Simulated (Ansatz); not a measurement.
# H₂O (triplet): from Hartree-Fock to the top rungs at distance H1–H2 along a hydrogen transfer = 0.778 Å, cc-pVDZ

Aim: climb from Hartree-Fock through coupled cluster and multireference methods for H₂O (triplet) at one geometry and basis, and see what each rung misses.

Program: Ansatz 0.2.0, Gaussian basis. Level of theory: cc-pVDZ, core rule «outside noble gas», up to 1 orbitals frozen. These are calculated values, not measurements.

Plan: UHF; CCSD(T) on ROHF; CCSD(T) on UHF; BCCD(T) on ROHF; CISD; CCSDT(Q) on ROHF; CCSDT(Q) on UHF; CCSDTQ on ROHF; CCSDTQ on UHF; CASSCF and MRCISD+Q, 4 electrons in 4 orbitals; CASSCF and NEVPT2, 4 electrons in 4 orbitals; CASSCF and MRCISD+Q, 8 electrons in 6 orbitals; CASSCF and NEVPT2, 8 electrons in 6 orbitals; Full CI.

## (1) The system

The geometry derives from fragments relaxed apart (PBE0/def2-TZVP) and kept rigid, so it is no stationary point. A hydrogen atom is moved between rigid fragments.

3 atoms, charge 0, spin multiplicity 3.

Atoms are counted from 1 here; the program's logs count them from 0.

Bond lengths: H1–H2 0.778 Å, H2–O3 1.188 Å. Angles: H1–H2–O3 180.0°.

## (2) UHF

in.yaml reads:

```yaml
crystal:
  periodic: [false, false, false]
  atoms:
    - {symbol: H, position_ang: [0.000000, 0.000000, -0.914667]}
    - {symbol: H, position_ang: [0.000000, 0.000000, -0.136667]}
    - {symbol: O, position_ang: [0.000000, 0.000000, 1.051333]}
basis:
  gaussian: {orbitals: cc-pVDZ}
magnetization: {spin_polarized: true, initial_magnetization: 2}
hamiltonian: {xc: hf}
output: {orbitals: {seedname: orbitals}}
```

Started as:

```bash
ansatz run in.yaml --threads 1 --pin off --events-out ev --progress --plain --max-ram 2816MiB --backend cpu
```

After this run come: CCSD(T) on ROHF; CCSD(T) on UHF; BCCD(T) on ROHF; CISD; CCSDT(Q) on ROHF; CCSDT(Q) on UHF; CCSDTQ on ROHF; CCSDTQ on UHF; CASSCF and MRCISD+Q, 4 electrons in 4 orbitals; CASSCF and NEVPT2, 4 electrons in 4 orbitals; CASSCF and MRCISD+Q, 8 electrons in 6 orbitals; CASSCF and NEVPT2, 8 electrons in 6 orbitals; Full CI.

Q: Predict the results of all the runs planned. Wanted: FCI below the RHF energy; RMP2 from FCI; UMP2 from FCI; RCCSD from FCI; RCCSD(T) from FCI; UCCSD(T) from FCI; RCCSDT(Q) from FCI; UCCSDT(Q) from FCI; NEVPT2 pair from FCI.

As calculated:

```
                         quantity                                                                                                  value
         FCI below the RHF energy                                                                                             -5.0830 eV
                    RMP2 from FCI                                                                                             +717.0 meV
                    UMP2 from FCI                                                                                             +705.7 meV
                   RCCSD from FCI                                                                                              +75.4 meV
                RCCSD(T) from FCI                                                                                              +13.9 meV
                UCCSD(T) from FCI                                                                                              +12.6 meV
               RCCSDT(Q) from FCI                                                                                                0.0 meV
               UCCSDT(Q) from FCI                                                                                               -1.0 meV
             NEVPT2 pair from FCI                                                                                             +555.2 meV
          NEVPT2 valence from FCI                                                                                             +774.8 meV
        MRCISD+Q valence from FCI                                                                                              +12.9 meV
levels within 1 kcal/mol (43 meV)  RCCSD(T), UCCSD(T), BCCD(T), RCCSDT, UCCSDT, RCCSDT(Q), UCCSDT(Q), RCCSDTQ, UCCSDTQ, MRCISD+Q valence
                    T1 diagnostic                                                                                                  0.035
   effectively unpaired electrons                                                                                                   2.02
```

**Reading.** RCCSD(T) lands +13.9 meV from the yardstick (0.3 % of the correlation energy). One determinant dominates. Of the multireference levels listed MRCISD+Q valence comes nearest in total energy (+12.9 meV), which doesn't show that its space is the better one. These misses are within one basis, not against nature; the frozen cores of restricted and unrestricted runs differ, which can shift their rows.
